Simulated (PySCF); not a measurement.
Electron affinity of Si by level of theory

Si⁻ [Ne] 3s2 3p3 (4S) → Si [Ne] 3s2 3p2 (3P), as a difference of total energies. Calculation: PySCF 2.14, in aug-cc-pwCVDZ (6s5p3d, 36 functions); the non-relativistic Hamiltonian (point nucleus). Correlated levels: valence and next inner shell: 1s2 frozen. The calculations carry no spin-orbit coupling.

Task: Order these methods by the electron affinity they give, lowest first.
A. CCSD(T) (valence and next inner shell)
B. CCSD (valence and next inner shell)
C. UHF
D. MP2 (valence and next inner shell)

Result: C (0.862 eV), B (1.247 eV), A (1.278 eV), D (1.306 eV).

A first-order spin-orbit estimate (lowest level to lowest level, LS coupling) adds -0.016 eV.

Errors of the correlated levels include the incompleteness of this basis and the frozen core.

For comparison: 1.390 eV (measured; photodetachment measurements, as compiled on the Wikipedia data page of electron affinities).
